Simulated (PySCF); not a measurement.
C2H4O2, charge +1, multiplicity 2. Atoms are numbered in the order given.

```xyz
8

C      0.3124     1.3488     0.0000
C     -0.0507    -0.0878     0.0000
O      0.8525    -0.9895     0.0000
O     -1.2730    -0.3481     0.0000
H     -0.5695     2.0047     0.0000
H      0.9191     1.5214     0.9072
H      0.9191     1.5214    -0.9072
H      0.5261    -1.9131     0.0000
```
Charge +1, spin multiplicity 2.

Geometry optimised at PBE0-D3(BJ)/def2-SVP. The multiplicity is an assumed one; other spin states were not compared. One conformer was computed; it need not be the lowest.

Computed with TDA-B3LYP/def2-SVPD (PySCF).

Vertical excitations. Gas-phase values at a fixed geometry.

### Question
List the lowest excited states. (An estimate is asked for; the answer gives what the named calculation found.)

### Answer

```csv
state,energy (eV),λ (nm),f,main pairs
root 1,1.58,787,0.000,β HOMO→LUMO 94 %
root 2,3.29,377,0.008,"β HOMO−3→LUMO 67 %, β HOMO−2→LUMO 26 %"
root 3,3.32,374,0.001,β HOMO−1→LUMO 97 %
root 4,3.67,338,0.021,"β HOMO−2→LUMO 69 %, β HOMO−3→LUMO 29 %"
root 5,5.97,208,0.000,β HOMO−5→LUMO 96 %
root 6,6.05,205,0.041,β HOMO−4→LUMO 90 %
root 7,6.28,198,0.021,β HOMO−6→LUMO 93 %
root 8,6.83,181,0.002,"α HOMO−1→LUMO 34 %, α HOMO−2→LUMO 12 %, β HOMO→LUMO+1 52 %"
root 9,7.60,163,0.002,"α HOMO→LUMO 77 %, β HOMO−3→LUMO+1 8 %"
root 10,7.84,158,0.001,"α HOMO−2→LUMO 32 %, α HOMO−1→LUMO 16 %, β HOMO−1→LUMO+1 48 %"
```
Unrestricted roots are not spin-pure.
